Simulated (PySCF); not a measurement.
# CCSDT(Q)/STO-6G run of BH3O (BH2(OH))

What is the energy change on altering one bond length of BH3O (BH2(OH)) at CCSDT(Q)/STO-6G? The job is set up through a Python script.

The results are computed with PySCF 2.14.0.

11 further runs of the same task are left out: 11 set aside as unsound or not needed.

### Step 1. The system as given

The species is BH3O (5 atoms), meant as a singlet with charge 0. SMILES: `[H]B([H])O`. The shape is that of a GFN2-xTB optimisation.

Bond lengths: B1–O4 1.325 Å, B1–H2 1.172 Å, B1–H3 1.182 Å, O4–H5 0.958 Å. Angles: B1–O4–H5 117.9°, H2–B1–O4 115.8°, H3–B1–O4 122.8°, H2–B1–H3 121.4°.

### Step 2. A single-point energy at CCSDT(Q)/STO-6G

The input, start.xyz:

```xyz
5
BH3O
B      0.270970     0.302480    -0.108500
H      1.403550     0.390040    -0.395610
H     -0.432910     1.251360    -0.080700
O     -0.159420    -0.918700     0.174490
H     -1.082200    -1.025180     0.410320
```

The input, job.py:

```python
# BH2(OH)
from pyscf import gto, scf, cc

mol = gto.M(
    atom='start.xyz',
    basis='sto-6g',
    verbose=3,
    max_memory=1860,
)

mf = scf.RHF(mol)
mf.conv_tol = 1e-10
mf.kernel()
if not mf.converged:
    mf = mf.newton().run(mf.mo_coeff, mf.mo_occ)

mycc = cc.CCSDT(mf, frozen=2)
mycc.kernel()
e_bracket, e_q = mycc.ccsdt_q()
e_final = mycc.e_tot + e_q
print(f'total energy: {e_final:.8f} hartree')
```

Run with:

```console
OMP_NUM_THREADS=1 python job.py
```

The program printed:

```text
converged SCF energy = -100.953776260989
_make_eris_incore_RCCSDT

WARN: A large `blksize` is being used, which may cause large memory consumption
      for storing contraction intermediates. If memory is sufficient, consider using
      `pyscf.cc.rccsdt_highm.RCCSDT` instead.

WARN: A large `blksize_oovv` is being used, which may cause large memory consumption
      for storing contraction intermediates. If memory is sufficient, consider using
      `pyscf.cc.rccsdt_highm.RCCSDT` instead.

WARN: A large `blksize_oooo` is being used, which may cause large memory consumption
      for storing contraction intermediates. If memory is sufficient, consider using
      `pyscf.cc.rccsdt_highm.RCCSDT` instead.

RCCSDT converged
E(RCCSDT) = -101.0626057352751   E_corr = -0.1088294742865005
E_corr(same-spin) = -0.0124197596067114
E_corr(oppo-spin) = -0.0964097146797891
_make_eris_incore_RCCSDT
total energy: -101.06240005 hartree
```

It took 1 s on 1 thread of Arm Neoverse V2, shared host; peak memory 0.1 GiB.

### Step 3. The distorted shape

The input, run.py:

```python
from pyscf import gto, cc

system = gto.M(
    atom='''
B      1.115622    -0.836171    -0.141860
H      2.248202    -0.748611    -0.428970
H     -0.432910     1.251360    -0.080700
O      0.685232    -2.057351     0.141130
H     -0.237548    -2.163831     0.376960
''',
    spin=0,
    max_memory=1860,
    verbose=4,
    basis='sto-6g',
)

mf = system.RHF()
mf.conv_tol = 1e-10
mf.kernel()
if not mf.converged:
    mf = mf.newton().run(mf.mo_coeff, mf.mo_occ)

mycc = cc.CCSDT(mf, frozen=2)
mycc.kernel()
e_bracket, e_q = mycc.ccsdt_q()
energy = mycc.e_tot + e_q
print('E(%s) = %.9f' % ('CCSDT(Q)', energy))
```

Run with:

```console
OMP_NUM_THREADS=1 python run.py
```

The program printed:

```text
PySCF version 2.14.0

[INPUT] num. atoms = 5
[INPUT] num. electrons = 16
[INPUT] charge = 0
[INPUT] spin (= nelec alpha-beta = 2S) = 0
[INPUT] symmetry False subgroup None
[INPUT] Mole.unit = angstrom
[INPUT] Symbol           X                Y                Z      unit          X                Y                Z       unit  Magmom
[INPUT]  1 B      1.115622000000  -0.836171000000  -0.141860000000 AA    2.108220038540  -1.580134183304  -0.268076548031 Bohr   0.0
[INPUT]  2 H      2.248202000000  -0.748611000000  -0.428970000000 AA    4.248486052699  -1.414669763837  -0.810635815655 Bohr   0.0
[INPUT]  3 H     -0.432910000000   1.251360000000  -0.080700000000 AA   -0.818081336585   2.364727683236  -0.152500898252 Bohr   0.0
[INPUT]  4 O      0.685232000000  -2.057351000000   0.141130000000 AA    1.294900811788  -3.887829932100   0.266697047960 Bohr   0.0
[INPUT]  5 H     -0.237548000000  -2.163831000000   0.376960000000 AA   -0.448900661438  -4.089047969844   0.712351159916 Bohr   0.0

nuclear repulsion = 28.7085213204391
number of shells = 9
number of NR pGTOs = 78
number of NR cGTOs = 13
basis = sto-6g
ecp = {}

******** <class 'pyscf.scf.hf.RHF'> ********
method = RHF
initial guess = minao
damping factor = 0
level_shift factor = 0
DIIS = <class 'pyscf.scf.diis.CDIIS'>
diis_start_cycle = 1
diis_space = 8
diis_damp = 0
SCF conv_tol = 1e-10
SCF conv_tol_grad = None
SCF max_cycles = 50
direct_scf = True
direct_scf_tol = 1e-13
Set gradient conv threshold to 1e-05
Initial guess from minao.
init E= -100.700188575496
  HOMO = -0.13698359997082  LUMO = 0.05660765059572  gap/eV = 5.26789
cycle= 1 E= -100.508567122329  delta_E= 0.192  |g|= 0.453  |ddm|= 2.43
  HOMO = -0.126739614136837  LUMO = 0.137787414364013  gap/eV = 7.19815
cycle= 2 E= -100.582021627524  delta_E= -0.0735  |g|= 0.339  |ddm|= 1.58
  HOMO = -0.163192701160931  LUMO = 0.148346397249315  gap/eV = 8.47741
cycle= 3 E= -100.642633694975  delta_E= -0.0606  |g|= 0.0412  |ddm|= 0.708
  HOMO = -0.181738252604895  LUMO = 0.156464415869443  gap/eV = 9.20296
cycle= 4 E= -100.643946717727  delta_E= -0.00131  |g|= 0.0146  |ddm|= 0.109
  HOMO = -0.188123299239815  LUMO = 0.154845916668463  gap/eV = 9.33267
cycle= 5 E= -100.644078083339  delta_E= -0.000131  |g|= 0.00322  |ddm|= 0.0359
  HOMO = -0.185449753171152  LUMO = 0.153369865265309  gap/eV = 9.21975
cycle= 6 E= -100.644084617994  delta_E= -6.53e-06  |g|= 0.000342  |ddm|= 0.00699
  HOMO = -0.185921390351254  LUMO = 0.153777480153165  gap/eV = 9.24368
cycle= 7 E= -100.644084731702  delta_E= -1.14e-07  |g|= 7.9e-05  |ddm|= 0.000902
  HOMO = -0.185901193511523  LUMO = 0.153754430311824  gap/eV = 9.24250
cycle= 8 E= -100.64408473751  delta_E= -5.81e-09  |g|= 1.57e-05  |ddm|= 0.000215
  HOMO = -0.185903838950107  LUMO = 0.153763632256278  gap/eV = 9.24282
cycle= 9 E= -100.644084737728  delta_E= -2.18e-10  |g|= 4.18e-06  |ddm|= 4.71e-05
  HOMO = -0.185904484286129  LUMO = 0.153763212375318  gap/eV = 9.24283
cycle= 10 E= -100.644084737742  delta_E= -1.44e-11  |g|= 5.04e-07  |ddm|= 1.18e-05
  HOMO = -0.185904775452434  LUMO = 0.153763464833435  gap/eV = 9.24284
Extra cycle  E= -100.644084737742  delta_E= -3.13e-13  |g|= 2.53e-07  |ddm|= 1.15e-06
converged SCF energy = -100.644084737742

******** <class 'pyscf.cc.rccsdt.RCCSDT'> ********
RCCSDT nocc = 6, nmo = 11
Allocating only the i<=j<=k part of the T3 amplitude in memory
frozen orbitals 2
max_cycle = 50
conv_tol = 1e-07
conv_tol_normt = 1e-06
diis with the T3 amplitude
diis_space = 6
diis_start_cycle = 0
diis_start_energy_diff = 1e+09
einsum_backend: numpy
_make_eris_incore_RCCSDT
blksize  6    blksize_oovv  4    blksize_oooo  4    blksize_vvvv  1

WARN: A large `blksize` is being used, which may cause large memory consumption
      for storing contraction intermediates. If memory is sufficient, consider using
      `pyscf.cc.rccsdt_highm.RCCSDT` instead.

WARN: A large `blksize_oovv` is being used, which may cause large memory consumption
      for storing contraction intermediates. If memory is sufficient, consider using
      `pyscf.cc.rccsdt_highm.RCCSDT` instead.

WARN: A large `blksize_oooo` is being used, which may cause large memory consumption
      for storing contraction intermediates. If memory is sufficient, consider using
      `pyscf.cc.rccsdt_highm.RCCSDT` instead.

Approximate memory usage estimate
    T3 memory                54.7 KB
    R3 memory                54.7 KB
    Symmetrized T3 memory    41.0 KB
    ERIs memory               114 KB
    T1-ERIs memory            114 KB
    Intermediates memory      114 KB
    Block workspace           156 KB
    T3 einsum buffer          156 KB
Total estimated memory        806 KB
Init t2, MP2 energy = -100.795135094910  E_corr(MP2) -0.151050357168
Init E_corr(RCCSDT) = -0.151050357167525
cycle =  1  E_corr(RCCSDT) = -0.186393814751  dE = -3.534345758301e-02  norm(d tamps) = 1.78119209e-01
cycle =  2  E_corr(RCCSDT) = -0.215109336337  dE = -2.871552158633e-02  norm(d tamps) = 9.77795716e-02
cycle =  3  E_corr(RCCSDT) = -0.219382294068  dE = -4.272957730665e-03  norm(d tamps) = 4.61954995e-02
cycle =  4  E_corr(RCCSDT) = -0.227854462271  dE = -8.472168203037e-03  norm(d tamps) = 3.39548964e-02
cycle =  5  E_corr(RCCSDT) = -0.228657340702  dE = -8.028784314778e-04  norm(d tamps) = 8.50919495e-03
cycle =  6  E_corr(RCCSDT) = -0.228748654004  dE = -9.131330156079e-05  norm(d tamps) = 3.97375178e-03
cycle =  7  E_corr(RCCSDT) = -0.229180812761  dE = -4.321587572988e-04  norm(d tamps) = 1.40142337e-03
cycle =  8  E_corr(RCCSDT) = -0.229126348720  dE =  5.446404108569e-05  norm(d tamps) = 7.14043430e-04
cycle =  9  E_corr(RCCSDT) = -0.229150432262  dE = -2.408354184955e-05  norm(d tamps) = 3.23449658e-04
cycle = 10  E_corr(RCCSDT) = -0.229128768262  dE =  2.166399953030e-05  norm(d tamps) = 1.48488050e-04
cycle = 11  E_corr(RCCSDT) = -0.229134158445  dE = -5.390182815562e-06  norm(d tamps) = 6.13179481e-05
cycle = 12  E_corr(RCCSDT) = -0.229132715688  dE =  1.442756497883e-06  norm(d tamps) = 3.27749176e-05
cycle = 13  E_corr(RCCSDT) = -0.229132880264  dE = -1.645751653290e-07  norm(d tamps) = 1.67627904e-05
cycle = 14  E_corr(RCCSDT) = -0.229133165986  dE = -2.857222373698e-07  norm(d tamps) = 3.99420679e-06
cycle = 15  E_corr(RCCSDT) = -0.229133178565  dE = -1.257940118737e-08  norm(d tamps) = 1.99713338e-06
cycle = 16  E_corr(RCCSDT) = -0.229133301357  dE = -1.227917205415e-07  norm(d tamps) = 1.03092929e-06
cycle = 17  E_corr(RCCSDT) = -0.229133359828  dE = -5.847091980038e-08  norm(d tamps) = 4.40745358e-07
RCCSDT converged
E(RCCSDT) = -100.8732180975702   E_corr = -0.2291333598278995
E_corr(same-spin) = -0.0138382344402529
E_corr(oppo-spin) = -0.215295125387647
_make_eris_incore_RCCSDT
[Q] correction =  1.202844165650e-03    (Q) correction =  8.054647956538e-05
E(CCSDT(Q)) = -100.873137551
```

Wall time 1.2 s (1 thread of Arm Neoverse V2, shared host); peak memory 0.12 GiB.

### Step 4. Results

Level: CCSDT(Q)/STO-6G, 2 core orbitals frozen.

| quantity | value |
| --- | --- |
| first shape: total energy | -101.06240 Eh |
| first shape: dipole moment (Hartree–Fock density) | 1.65 D |
| first shape: HOMO energy (Hartree–Fock orbitals) | -10.78 eV |
| first shape: LUMO energy (Hartree–Fock orbitals) | 8.34 eV |
| first shape: HOMO–LUMO gap (Hartree–Fock orbitals) | 19.12 eV |
| first shape: correlation energy (2 core orbitals frozen) | -108.6 mEh |
| first shape: T1 diagnostic | 0.020 |
| distorted shape: total energy | -100.87314 Eh |
| distorted shape: dipole moment (Hartree–Fock density) | 2.02 D |
| distorted shape: HOMO energy (Hartree–Fock orbitals) | -5.06 eV |
| distorted shape: LUMO energy (Hartree–Fock orbitals) | 4.18 eV |
| distorted shape: HOMO–LUMO gap (Hartree–Fock orbitals) | 9.24 eV |
| distorted shape: correlation energy (2 core orbitals frozen) | -229.1 mEh |
| distorted shape: T1 diagnostic | 0.037 |
| energy change with the B1–H3 bond stretched from 1.182 to 2.600 Å | 5.150 eV |

In words: With the B1–H3 bond stretched from 1.182 to 2.600 Å the energy rises by 5.15 eV (497 kJ/mol). The first shape isn't relaxed at this level, so the change isn't measured from a minimum. The minimal basis adds a large error of its own. Mulliken charges (first shape) of the mean-field density run from -0.38 on O4 to +0.32 on B1; they depend strongly on the basis. The T1 diagnostic (distorted shape) of 0.037 is above the customary mark for such species, so a single reference may not serve. Mulliken charges (distorted shape) of the mean-field density run from -0.36 on O4 to +0.36 on B1.
